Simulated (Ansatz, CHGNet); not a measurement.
For rock-salt NbC, the machine-learned potential CHGNet 0.3.0 (trained on PBE and PBE+U data) gives:

* **lattice constant a**: 4.506 Å
* **elastic constant C11**: 446 GPa
* **elastic constant C44**: 72.7 GPa
* **polycrystal shear modulus**: 85.0 GPa
* **formation enthalpy**: -0.517 eV/atom

Q: What does PBEsol in Ansatz (plane waves, PAW) give for the same quantities?

A: 
- lattice constant a: 4.450 Å (shrinks by 1.2 %)
- elastic constant C11: 712 GPa (goes up by 60 %)
- elastic constant C44: 174 GPa (increases by 140 %)
- Voigt–Reuss–Hill shear modulus: 215 GPa (grows by 150 %)
- formation enthalpy: -0.620 eV/atom (moves by -0.103 eV/atom)

For comparison: lattice constant a 4.47 Å (measured, temperature not stated, no zero-point or thermal correction; as tabulated in Zhang et al. (2018), doi:10.1088/1367-2630/aac7f0); elastic constant C11 620 GPa (measured, temperature not stated, no zero-point or thermal correction; as tabulated in Wu et al. (2005), arXiv:cond-mat/0412374); elastic constant C44 150 GPa (measured, temperature not stated, no zero-point or thermal correction; as tabulated in Wu et al. (2005), arXiv:cond-mat/0412374); formation enthalpy -0.733 ± 0.01 eV/atom (measured, 298 K, copied from a table, unchecked, not corrected to a static lattice; as tabulated in Wang et al. (2021), doi:10.1038/s41598-021-94550-5).

Changes are worked out from the printed values.

Unless a cell is named, each level is at its own relaxed cell (CHGNet 0.3.0 11.44, PBEsol 11.01 Å³/atom).

Ansatz's density-functional and Hartree–Fock values are scalar-relativistic unless marked +SOC, with PAW data made under PBE.

Ansatz is an electronic-structure program.
